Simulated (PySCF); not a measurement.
# N2: structure of the singlet

Where does singlet N2 go from a linear start, is the end point a minimum, and what are its modes, charges and moments?

Computed with PySCF 2.14.0. Level: PBE0, basis N def2-SVP, no relativity, density fitting.

## (1) Starting geometry

2 atoms, charge 0, spin multiplicity 1.

Bond lengths: N1–N2 1.278 Å.

```xyz
2
charge 0 multiplicity 1
N     0.0000    0.0000    0.0000
N     0.0000    0.0000    1.2780
```

## (2) First SCF at the start

One driver script runs all steps and calls PySCF; scf.py shows how it sets up the SCF of each step. The optimiser is the driver's own. After this first run the driver tries any further starts and a stability analysis.

Input file scf.py:

```python
from pyscf import gto, scf, dft
mol = gto.M(atom='''
N      0.000000     0.000000     0.000000
N      0.000000     0.000000     1.278000''',
    basis={'N': 'def2-SVP'},
    charge=0, spin=0)
mf = dft.RKS(mol, xc='PBE0')
mf.grids.atom_grid = (50, 194)
aux = {'N': 'def2-universal-JKFIT'}
mf = mf.density_fit(auxbasis=aux)
mf.conv_tol = 1e-08
mf.diis_space = 10
mf.max_cycle = 60
mf.init_guess = 'minao'
mf.verbose = 4
mf.kernel()
```

The run is started by

```
OMP_NUM_THREADS=2 python axn.py task.json out
```

Further steps of the session: Linear start, singlet: relaxation; Is it a minimum? Harmonic modes.

Before running it: what results should come out? Wanted: minimum; geometry; wavenumbers; dipole moment; highest occupied, lowest empty level; polar-tensor charge of N1; zero-point energy; atomisation energy.

The runs gave:

| quantity | value |
| --- | --- |
| minimum | singlet, D∞h |
| geometry | N–N 1.098 Å |
| wavenumbers (cm⁻¹) | 2531 (σg+) |
| dipole moment | 0.00 D |
| highest occupied, lowest empty level | -12.04, -0.34 eV |
| polar-tensor charge of N1 | +0.00 e |
| zero-point energy | 15.1 kJ/mol |
| entropy at 298.15 K | 191.6 J/(mol K) |
| atomisation energy (no zero-point energy) | 938 kJ/mol |

What this shows: The linear start keeps its D∞h symmetry and ends in a minimum. Other starts or spin states, not run here, may lie lower.
